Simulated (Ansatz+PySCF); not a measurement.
A calculation with PySCF 2.14.0.

```python
from pyscf import gto, scf, cc

mol = gto.M(atom="""
Si 0.000000 0.000000 0.000000
P 1.369530 1.826050 3.953510
""", basis='sto-3g', charge=1, spin=0)
mf = scf.RHF(mol)
mf.kernel()
mycc = cc.CCSD(mf, frozen=10).run()
et = mycc.ccsd_t()
print(mf.e_tot, mycc.e_corr, et, mycc.e_tot + et)
```

The script is written out from the run's settings.

The run gave:

| Property | Result |
| --- | --- |
| Converged | yes |
| Reference energy | -621.95145 hartree |
| CCSD correlation energy | -0.18480 hartree |
| Triples correction | -0.00286 hartree |
| Total energy | -622.13912 hartree |
| Spin squared of the determinant | 0.000 |

The reference isn't the lowest determinant (another lies 0.32 eV lower), but the same method gives a higher total on the lower determinant. Caution: bonds are stretched, where a single reference can fail; an unrestricted determinant lies well below.
